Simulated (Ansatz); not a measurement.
## Basis-set limit of CH5, doublet

```xyz
6

C    -0.1320    0.0000    0.0000
H    -0.4952    1.0273    0.0000
H    -0.4952   -0.5137    0.8897
H    -0.4952   -0.5137   -0.8897
H     1.0770    0.0000    0.0000
H     1.9820    0.0000    0.0000
```

Ansatz 0.2.0, UHF determinant, valence electrons correlated. Energies in eV.

| set | X | functions | Hartree–Fock | MP2 correlation | CCSD(T) correlation | time |
| --- | --- | --- | --- | --- | --- | --- |
| def2-TZVPP | 3 | 101 | -1106.7661 | -5.6428 | -6.5036 | 2.8 s on 1 × NVIDIA H100 80GB HBM3 with 1 thread of AMD EPYC 7R13 Processor (Zen 3), on a shared host |
| def2-QZVPP | 4 | 207 | -1106.8365 | -5.9769 | -6.7870 | 4 s on 1 × NVIDIA H100 80GB HBM3 with 1 thread of AMD EPYC 7R13 Processor (Zen 3), on a shared host |

Hartree–Fock is taken to follow E(X) = E∞ + A·exp(−7.88·√X), correlation E(X) = E∞ + B·X^−2.97.

Question: Work out the CCSD(T) energy at the limit, and how far the shortcut misses it that extrapolates MP2 and adds CCSD(T) minus MP2 from the smaller set.

Answer: Hartree–Fock: E∞ = E4 + 0.1377·(E4 − E3) = -1106.8462. Correlation: E∞ = E4 + 0.7407·(E4 − E3) = -6.9970 for CCSD(T) and -6.2244 for MP2. The limit is -1113.8432 eV, 0.220 eV below def2-QZVPP. The shortcut gives a correlation energy of -6.2244 + (-0.8608) = -7.0853, 88 meV lower than the direct value.
